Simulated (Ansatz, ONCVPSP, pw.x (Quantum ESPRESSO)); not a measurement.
**What a changed setting does to a pw.x run (diamond Si)**

Potential: optimised norm-conserving Vanderbilt (ONCV), ONCVPSP 4.0.1.1 (patched build), PBE; core [Ne], reference 3s2 3p2; waves: 3s: rc 1.55 bohr, ncon 3, nbas 6, qcut 5 1/bohr, 2 projectors, debl 2 Ha; 3p: rc 1.65 bohr, ncon 4, nbas 9, qcut 5.2 1/bohr, 2 projectors, debl 3.9 Ha; d scattering state at 0.09 Ha: rc 1.50 bohr, ncon 4, nbas 9, qcut 6.1 1/bohr, 3 projectors, debl 2.1 Ha; local part: polynomial inside 1.34 bohr (lpopt 3, dvloc0 0 Ha); core correction: Teter function, fcfact 3.5, rcfact 1.6.

The reference run (k-mesh 8³, cutoffs 50/200 Ry, Fermi–Dirac 0.01 Ry, mixing_beta 0.4, conv_thr 1e-9, no spin) gives -0.49 GPa at 20.463 Å³/atom, where all-electron LAPW gives -0.05 GPa. This run, with its own iteration cap, changes k-mesh shift to 1.

```
&control
  calculation='scf', prefix='x', pseudo_dir='./', outdir='./tmp', tstress=.true., disk_io='none'
/
&system
  ibrav=0, nat=2, ntyp=1, ecutwfc=50, ecutrho=200, nbnd=11,
  occupations='smearing', smearing='fd', degauss=0.01
/
&electrons
  conv_thr=1e-09, mixing_beta=0.4, electron_maxstep=50
/
ATOMIC_SPECIES
Si 1.0 Si.UPF
CELL_PARAMETERS angstrom
  0.00000000 2.73520428 2.73520428
  2.73520428 0.00000000 2.73520428
  2.73520428 2.73520428 0.00000000
ATOMIC_POSITIONS crystal
Si 0.0000 0.0000 0.0000
Si 0.2500 0.2500 0.2500
K_POINTS automatic
8 8 8 1 1 1
```

```bash
pw.x < Si.scf.in > Si.scf.out
```

**Question.** How does the run end?

**Answer.** It converges in 7 iterations; the free energy moves by -1.8 meV/atom and the pressure by +0.00 GPa.

```
Message from routine setup:
     using ibrav=0 with symmetry is DISCOURAGED, use correct ibrav instead
     lattice parameter (alat)  =       7.3098  a.u.
     unit-cell volume          =     276.1823 (a.u.)^3
     number of electrons       =         8.00
     number of Kohn-Sham states=           11
     kinetic-energy cutoff     =      50.0000  Ry
     charge density cutoff     =     200.0000  Ry
     scf convergence threshold =      1.0E-09
     Exchange-correlation= PBE
     number of k points=    60  Fermi-Dirac smearing, width (Ry)=  0.0100
     iteration #  1     ecut=    50.00 Ry     beta= 0.40
     total energy              =     -17.55161067 Ry
     estimated scf accuracy    <       0.05485612 Ry
     iteration #  2     ecut=    50.00 Ry     beta= 0.40
     total energy              =     -17.54894255 Ry
     estimated scf accuracy    <       0.01525715 Ry
     iteration #  3     ecut=    50.00 Ry     beta= 0.40
     total energy              =     -17.54964924 Ry
     estimated scf accuracy    <       0.00020133 Ry
     iteration #  4     ecut=    50.00 Ry     beta= 0.40
     c_bands:  1 eigenvalues not converged
     c_bands:  1 eigenvalues not converged
     total energy              =     -17.54966506 Ry
     estimated scf accuracy    <       0.00000179 Ry
     iteration #  5     ecut=    50.00 Ry     beta= 0.40
     total energy              =     -17.54966581 Ry
     estimated scf accuracy    <       0.00000014 Ry
     iteration #  6     ecut=    50.00 Ry     beta= 0.40
     total energy              =     -17.54966584 Ry
     estimated scf accuracy    <          9.2E-09 Ry
     iteration #  7     ecut=    50.00 Ry     beta= 0.40
     the Fermi energy is     6.2916 ev
!    total energy              =     -17.54966585 Ry
     estimated scf accuracy    <          3.6E-10 Ry
     smearing contrib. (-TS)   =      -0.00019815 Ry
     The total energy is F=E-TS. E is the sum of the following terms:
     one-electron contribution =       4.97193687 Ry
     hartree contribution      =       1.11120622 Ry
     xc contribution           =      -6.95775668 Ry
     ewald contribution        =     -16.67485410 Ry
     convergence has been achieved in   7 iterations
          total   stress  (Ry/bohr**3)                   (kbar)     P=       -4.88
     Message from routine punch:
     Nothing written, as per user request (disk_io='none')
```

The run took about 9.3 s on one core of a shared host (Intel(R) Xeon(R) 6975P-C, 192 threads, 756 GiB, load 25).
